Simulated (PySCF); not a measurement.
PySCF input (TPSSh/def2-TZVPD):

```python
from pyscf import gto, scf, dft

mol = gto.M(
    atom='''
    C     0.00321063    1.07723153    0.05140708
    C    -0.00311261   -1.04434114   -0.04983750
    C    -1.09975982    0.06552535   -0.00413319
    C     1.10012885    0.05829224    0.01004195
    H     0.00642986    2.15734776    0.10295182
    H     0.00083048   -1.63620330   -0.96378666
    H    -0.01083500   -1.72051080    0.80359931
    H    -1.75911514    0.02859720    0.87116926
    H    -1.74750663    0.11249291   -0.88758417
    H     1.74789278    0.01706635    0.89376693
    H     1.75950128    0.10096206   -0.86498650
    ''',
    basis='def2-tzvpd',
    charge=0,
    spin=1,
    verbose=4,
)

mf = dft.UKS(mol, xc='tpssh').density_fit(auxbasis='def2-universal-jkfit')
mf.grids.level = 3
mf.conv_tol = 1e-9
mf.max_cycle = 100
mf.max_memory = 1500
mf.kernel()
if not mf.converged:
    mf = mf.newton()
    mf.kernel(mf.make_rdm1())
for _ in range(2):
    mo, _, stable, _ = mf.stability(return_status=True)
    if stable:
        break
    mf.kernel(mf.make_rdm1(mo, mf.mo_occ))
mf.analyze()
```

Output:

```
PySCF version 2.14.0

[INPUT] verbose = 4
[INPUT] num. atoms = 11
[INPUT] num. electrons = 31
[INPUT] charge = 0
[INPUT] spin (= nelec alpha-beta = 2S) = 1
[INPUT] symmetry False subgroup None
[INPUT] Mole.unit = angstrom
[INPUT] Symbol           X                Y                Z      unit          X                Y                Z       unit  Magmom
[INPUT]  1 C      0.003210630000   1.077231530000   0.051407080000 AA    0.006067211387   2.035672564446   0.097145302064 Bohr   0.0
[INPUT]  2 C     -0.003112610000  -1.044341140000  -0.049837500000 AA   -0.005881980433  -1.973518735216  -0.094179225733 Bohr   0.0
[INPUT]  3 C     -1.099759820000   0.065525350000  -0.004133190000 AA   -2.078244862601   0.123824965716  -0.007810597121 Bohr   0.0
[INPUT]  4 C      1.100128850000   0.058292240000   0.010041950000 AA    2.078942228233   0.110156368787   0.018976535257 Bohr   0.0
[INPUT]  5 H      0.006429860000   2.157347760000   0.102951820000 AA    0.012150674419   4.076796421844   0.194550743826 Bohr   0.0
[INPUT]  6 H      0.000830480000  -1.636203300000  -0.963786660000 AA    0.001569379752  -3.091976121110  -1.821292829909 Bohr   0.0
[INPUT]  7 H     -0.010835000000  -1.720510800000   0.803599310000 AA   -0.020475182560  -3.251294206356   1.518582609789 Bohr   0.0
[INPUT]  8 H     -1.759115140000   0.028597200000   0.871169260000 AA   -3.324245836176   0.054040875929   1.646271309540 Bohr   0.0
[INPUT]  9 H     -1.747506630000   0.112492910000  -0.887584170000 AA   -3.302308931562   0.212580790855  -1.677290993799 Bohr   0.0
[INPUT] 10 H      1.747892780000   0.017066350000   0.893766930000 AA    3.303038649305   0.032250727446   1.688974716893 Bohr   0.0
[INPUT] 11 H      1.759501280000   0.100962060000  -0.864986500000 AA    3.324975535022   0.190790642372  -1.634587586446 Bohr   0.0

nuclear repulsion = 119.020930165604
number of shells = 87
number of NR pGTOs = 285
number of NR cGTOs = 211
basis = def2-tzvpd
ecp = {}

******** <class 'pyscf.df.df_jk.DFUKS'> ********
method = DFUKS
initial guess = minao
damping factor = 0
level_shift factor = 0
DIIS = <class 'pyscf.scf.diis.CDIIS'>
diis_start_cycle = 1
diis_space = 8
diis_damp = 0
SCF conv_tol = 1e-09
SCF conv_tol_grad = None
SCF max_cycles = 100
direct_scf = False
number electrons alpha = 16  beta = 15
XC library pyscf.dft.libxc version 7.1.2
    S. Lehtola, C. Steigemann, M. J. T. Oliveira, and M. A. L. Marques,  SoftwareX 7, 1–5 (2018)
XC functionals = tpssh
    V. N. Staroverov, G. E. Scuseria, J. Tao, and J. P. Perdew,  J. Chem. Phys. 119, 12129 (2003)
radial grids:
    Treutler-Ahlrichs [JCP 102, 346 (1995); DOI:10.1063/1.469408] (M4) radial grids

becke partition: Becke, JCP 88, 2547 (1988); DOI:10.1063/1.454033
pruning grids: <function nwchem_prune>
grids dens level: 3
symmetrized grids: False
atomic radii adjust function: <function treutler_atomic_radii_adjust>
small_rho_cutoff = 0
Set gradient conv threshold to 3.16228e-05
tot grids = 125128
******** <class 'pyscf.df.df.DF'> ********
auxbasis = def2-universal-jkfit
[...]
  beta  nocc = 15  HOMO = -0.295503503902899  LUMO = -0.0514614521473327
  HOMO = -0.176467793098  LUMO = -0.0514614521473  gap/eV = 3.40160
Extra cycle  E= -156.618665643832  delta_E= -7.56e-12  |g|= 4.26e-06  |ddm|= 1.68e-05
converged SCF energy = -156.618665643832  <S^2> = 0.75650182  2S+1 = 2.0064913
uhf_internal: lowest eigs of H = [0.328816   0.36710103 0.36900272]
<class 'pyscf.df.df_jk.DFUKS'> wavefunction is stable in the internal stability analysis
**** SCF Summaries ****
Total Energy =                        -156.618665643832060
Nuclear Repulsion Energy =             119.020930165603943
One-electron Energy =                 -444.792757500572179
Two-electron Energy =                  169.153161691136177
Two-electron Coulomb Energy =          193.523635780717598
DFT Exchange-Correlation Energy =      -24.370474089581414
HOMO-LUMO gap [eV] =                     3.401595798544509
**** MO energy ****
                             alpha | beta                alpha | beta
MO #1   energy= -10.1136498463843  | -10.1097354450515  occ= 1 | 1
MO #2   energy= -10.1085550929297  | -10.1097296962834  occ= 1 | 1
MO #3   energy= -10.1084898979448  | -10.1082784131933  occ= 1 | 1
MO #4   energy= -10.1083638560833  | -10.098339253493   occ= 1 | 1
MO #5   energy= -0.821200167062457 | -0.81163883716151  occ= 1 | 1
MO #6   energy= -0.64520221446352  | -0.643418318192836 occ= 1 | 1
MO #7   energy= -0.628963738339019 | -0.613587492635762 occ= 1 | 1
MO #8   energy= -0.516964674256744 | -0.503396287734358 occ= 1 | 1
MO #9   energy= -0.468395955213831 | -0.462358844529975 occ= 1 | 1
MO #10  energy= -0.457475985472286 | -0.447820049858796 occ= 1 | 1
MO #11  energy= -0.37379445178691  | -0.366320505933833 occ= 1 | 1
MO #12  energy= -0.348051638685616 | -0.344172810665017 occ= 1 | 1
MO #13  energy= -0.337320187452888 | -0.32791418870693  occ= 1 | 1
MO #14  energy= -0.299639034794588 | -0.296202760672072 occ= 1 | 1
MO #15  energy= -0.298866191342323 | -0.295503503902899 occ= 1 | 1
MO #16  energy= -0.176467793097565 | -0.0514614521473327 occ= 1 | 0
MO #17  energy= 0.0108093734747748 | 0.0134322987112157 occ= 0 | 0
MO #18  energy= 0.0281837491735298 | 0.0313484500625944 occ= 0 | 0
MO #19  energy= 0.0298656954303678 | 0.0320594414160655 occ= 0 | 0
MO #20  energy= 0.0503431786671226 | 0.0540550993095346 occ= 0 | 0
MO #21  energy= 0.0608856756230812 | 0.0650395277161324 occ= 0 | 0
MO #22  energy= 0.0830321347827132 | 0.08619520444675   occ= 0 | 0
MO #23  energy= 0.090479024014081  | 0.0933423076008052 occ= 0 | 0
MO #24  energy= 0.114028801792205  | 0.115249934459951  occ= 0 | 0
MO #25  energy= 0.116412347022975  | 0.119635441271218  occ= 0 | 0
MO #26  energy= 0.124514367108149  | 0.12612585605439   occ= 0 | 0
MO #27  energy= 0.124799027406679  | 0.13111552703472   occ= 0 | 0
MO #28  energy= 0.149495208880095  | 0.155332611107309  occ= 0 | 0
MO #29  energy= 0.159086649303602  | 0.16086646009408   occ= 0 | 0
MO #30  energy= 0.167293574422767  | 0.171274404395155  occ= 0 | 0
MO #31  energy= 0.168842199591936  | 0.171836077969656  occ= 0 | 0
MO #32  energy= 0.177139528959011  | 0.197056702910009  occ= 0 | 0
MO #33  energy= 0.194977812031684  | 0.198683557095945  occ= 0 | 0
MO #34  energy= 0.208846167562402  | 0.209818578822951  occ= 0 | 0
MO #35  energy= 0.217759762231956  | 0.220600255760087  occ= 0 | 0
MO #36  energy= 0.225350192408761  | 0.230717276870736  occ= 0 | 0
MO #37  energy= 0.236376836147616  | 0.241014916926159  occ= 0 | 0
MO #38  energy= 0.237871021688441  | 0.242828143266437  occ= 0 | 0
MO #39  energy= 0.241456761815205  | 0.245726059331222  occ= 0 | 0
MO #40  energy= 0.241949416512327  | 0.248680767223263  occ= 0 | 0
MO #41  energy= 0.256111986063971  | 0.262006446538522  occ= 0 | 0
MO #42  energy= 0.272019377864352  | 0.276354557026027  occ= 0 | 0
MO #43  energy= 0.277964529045803  | 0.280479036261441  occ= 0 | 0
MO #44  energy= 0.281814402583303  | 0.286986059714684  occ= 0 | 0
MO #45  energy= 0.283780391286466  | 0.293104019401158  occ= 0 | 0
MO #46  energy= 0.293190234908011  | 0.297114881100873  occ= 0 | 0
MO #47  energy= 0.317117290324312  | 0.319014472267791  occ= 0 | 0
MO #48  energy= 0.31949411721267   | 0.324164574284905  occ= 0 | 0
MO #49  energy= 0.324736344891741  | 0.327816694230332  occ= 0 | 0
MO #50  energy= 0.33227775804356   | 0.334163624306595  occ= 0 | 0
MO #51  energy= 0.340328870191755  | 0.34588203774877   occ= 0 | 0
MO #52  energy= 0.357350196853342  | 0.359790682069908  occ= 0 | 0
MO #53  energy= 0.357359246869065  | 0.36210188327452   occ= 0 | 0
MO #54  energy= 0.377346400139988  | 0.38159218842383   occ= 0 | 0
MO #55  energy= 0.392955557428912  | 0.399190680387463  occ= 0 | 0
MO #56  energy= 0.39675898190276   | 0.400353758767855  occ= 0 | 0
MO #57  energy= 0.403907373613716  | 0.405769537979699  occ= 0 | 0
MO #58  energy= 0.406158048240664  | 0.40884036907213   occ= 0 | 0
MO #59  energy= 0.407284294721613  | 0.414434049958268  occ= 0 | 0
MO #60  energy= 0.411146082527999  | 0.417737161485593  occ= 0 | 0
MO #61  energy= 0.414964251382267  | 0.419617940858145  occ= 0 | 0
MO #62  energy= 0.423184409662621  | 0.425855084443492  occ= 0 | 0
MO #63  energy= 0.433085699712167  | 0.43594319949786   occ= 0 | 0
MO #64  energy= 0.443895256090256  | 0.445323663773459  occ= 0 | 0
MO #65  energy= 0.462848981056809  | 0.466850273384271  occ= 0 | 0
MO #66  energy= 0.468304970616018  | 0.470071348363524  occ= 0 | 0
MO #67  energy= 0.471412852821489  | 0.476376739634697  occ= 0 | 0
MO #68  energy= 0.474163861909352  | 0.482813412321903  occ= 0 | 0
MO #69  energy= 0.483938991135068  | 0.488434057856691  occ= 0 | 0
MO #70  energy= 0.485050981301293  | 0.49029758564421   occ= 0 | 0
MO #71  energy= 0.515002464880602  | 0.530249817644781  occ= 0 | 0
MO #72  energy= 0.539049048443963  | 0.542410186166503  occ= 0 | 0
MO #73  energy= 0.547552830610277  | 0.551829348226626  occ= 0 | 0
MO #74  energy= 0.55506361629784   | 0.558888001128116  occ= 0 | 0
MO #75  energy= 0.568173731108188  | 0.570648177766505  occ= 0 | 0
MO #76  energy= 0.605624776188876  | 0.60930708510708   occ= 0 | 0
MO #77  energy= 0.629408665697601  | 0.638644981556825  occ= 0 | 0
MO #78  energy= 0.630950396335961  | 0.647801501142677  occ= 0 | 0
MO #79  energy= 0.638725777475418  | 0.659680762503209  occ= 0 | 0
MO #80  energy= 0.654229932677256  | 0.660208631165525  occ= 0 | 0
MO #81  energy= 0.678058235696412  | 0.680658825960528  occ= 0 | 0
MO #82  energy= 0.680779114889652  | 0.684862219715562  occ= 0 | 0
MO #83  energy= 0.681485345026117  | 0.691733993524705  occ= 0 | 0
MO #84  energy= 0.685841585816572  | 0.692193408716408  occ= 0 | 0
MO #85  energy= 0.701665537427778  | 0.705209708449349  occ= 0 | 0
MO #86  energy= 0.705812458805642  | 0.711446038349856  occ= 0 | 0
MO #87  energy= 0.707730663278935  | 0.715442299669527  occ= 0 | 0
MO #88  energy= 0.715512024457743  | 0.71692899344354   occ= 0 | 0
MO #89  energy= 0.726107000903673  | 0.735375100015644  occ= 0 | 0
MO #90  energy= 0.754941678587617  | 0.760006714893625  occ= 0 | 0
MO #91  energy= 0.773545525903964  | 0.778308416580648  occ= 0 | 0
MO #92  energy= 0.801183263402331  | 0.803366049271273  occ= 0 | 0
MO #93  energy= 0.802746618640288  | 0.805788840909407  occ= 0 | 0
MO #94  energy= 0.867832049537057  | 0.878087845688171  occ= 0 | 0
MO #95  energy= 0.896180585673151  | 0.902856588127099  occ= 0 | 0
MO #96  energy= 0.911359496817222  | 0.918172270898774  occ= 0 | 0
MO #97  energy= 0.964657584126925  | 0.974475331546614  occ= 0 | 0
MO #98  energy= 0.966172446052546  | 0.978143984949042  occ= 0 | 0
MO #99  energy= 1.02440760582502   | 1.03357439646471   occ= 0 | 0
MO #100 energy= 1.06859283810571   | 1.0865710507867    occ= 0 | 0
MO #101 energy= 1.08620835953484   | 1.09033184552655   occ= 0 | 0
MO #102 energy= 1.09406211431505   | 1.11744978256535   occ= 0 | 0
MO #103 energy= 1.13656001964077   | 1.14070970251313   occ= 0 | 0
MO #104 energy= 1.17645161939733   | 1.18510920050346   occ= 0 | 0
[...]
```

It need not be the lowest isomer of its formula.
